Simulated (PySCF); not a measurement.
**Calculated NMR parameters of CC(C)(C)C=O**

* Formula: C5H10O
* SMILES: CC(C)(C)C=O
* InChI: InChI=1S/C5H10O/c1-5(2,3)4-6/h4H,1-3H3
* Degrees of unsaturation: 1
* Carbon signals: 3
* Proton signals: 2

Molfile (atoms numbered from 1):
```
C5H10O
     RDKit          3D

 16 15  0  0  0  0  0  0  0  0999 V2000
   -0.7663    0.9129    0.9563 C   0  0  0  0  0  0  0  0  0  0  0  0
   -0.0675    0.0109   -0.0450 C   0  0  0  0  0  0  0  0  0  0  0  0
    0.2256   -1.3644    0.5587 C   0  0  0  0  0  0  0  0  0  0  0  0
    1.2366    0.6381   -0.5414 C   0  0  0  0  0  0  0  0  0  0  0  0
   -0.9378   -0.2207   -1.2597 C   0  0  0  0  0  0  0  0  0  0  0  0
   -2.0404    0.2186   -1.4290 O   0  0  0  0  0  0  0  0  0  0  0  0
   -1.7066    0.4717    1.2907 H   0  0  0  0  0  0  0  0  0  0  0  0
   -0.1288    1.0735    1.8290 H   0  0  0  0  0  0  0  0  0  0  0  0
   -0.9982    1.8831    0.5137 H   0  0  0  0  0  0  0  0  0  0  0  0
    0.6771   -2.0360   -0.1769 H   0  0  0  0  0  0  0  0  0  0  0  0
   -0.6859   -1.8336    0.9363 H   0  0  0  0  0  0  0  0  0  0  0  0
    0.9260   -1.2623    1.3911 H   0  0  0  0  0  0  0  0  0  0  0  0
    1.0634    1.6303   -0.9645 H   0  0  0  0  0  0  0  0  0  0  0  0
    1.9391    0.7407    0.2892 H   0  0  0  0  0  0  0  0  0  0  0  0
    1.7125    0.0180   -1.3063 H   0  0  0  0  0  0  0  0  0  0  0  0
   -0.4615   -0.8661   -2.0347 H   0  0  0  0  0  0  0  0  0  0  0  0
  1  2  1  0
  2  3  1  0
  2  4  1  0
  2  5  1  0
  5  6  2  0
  1  7  1  0
  1  8  1  0
  1  9  1  0
  3 10  1  0
  3 11  1  0
  3 12  1  0
  4 13  1  0
  4 14  1  0
  4 15  1  0
  5 16  1  0
M  END
```

Calculated, not measured (PySCF 2.14.0 with density-fitted response routines): PBE0-D3(BJ)/def2-TZVP structure, shieldings: GIAO B97-2/pcSseg-2. Non-relativistic, no solvent, single conformer, rapidly exchanging positions averaged.

Shifts are taken against calculated references (same method and geometry level): ¹H and ¹³C against TMS; ¹⁷O against H2O.

| carbon | δC, type | δH (multiplicity) | HMBC from (2–3 bonds) | span of the C tensor (ppm) |
| --- | --- | --- | --- | --- |
| C1/C3/C4 | 25.1, CH3 | 1.00 (s) | H16, H7/H8/H9/H10/H11/H12/H13/H14/H15 | 38 |
| C2 | 46.5, C | – | H16, H7/H8/H9/H10/H11/H12/H13/H14/H15 | 43 |
| C5 | 212.6, CH | 9.80 (s) | H7/H8/H9/H10/H11/H12/H13/H14/H15 | 202 |

Other nuclei:
```tsv
atoms	nucleus	environment	δ (ppm)	σ (ppm)
O6	¹⁷O	aldehyde oxygen	629.1	-301.5
```

1. Carbon types of the structure: 1 × C, 1 × CH, 3 × CH3, which accounts for all hydrogens.
2. δC 212.6: aldehyde carbonyl carbon; low-lying n→π* states of the double bond to the heteroatom give a large paramagnetic term (-278 ppm).
3. δC 46.5: quaternary sp3 carbon α to a carbonyl; α to the electron-withdrawing carbonyl group.
4. δC 25.1: methyl carbon; aliphatic region, no heteroatom directly attached.
5. δH 9.80: hydrogen on an aldehyde carbonyl carbon; the formyl region, downfield of aromatic protons.
6. δH 1.00: hydrogen on a methyl carbon.

Shifts are as computed. Against solution values, carbons near 30 ppm lie about +3 ppm off and those near 130 ppm about +7 ppm. Of 1211 compounds with measured shifts, 218 miss one by over three times the rms of a fit or turn the order of signals round; such compounds aren't used in these exercises. Unscaled 17O shifts of doubly bonded oxygen tend to come out too high, by tens of ppm or more. Experimental scales use liquid or dissolved standards, which lie at an offset from isolated H2O (liquid H2O: subtract about 36 ppm). Multiplicities follow the n + 1 count of equivalent neighbours, as no J values were calculated; m marks all less simple cases, F and P coupling included.
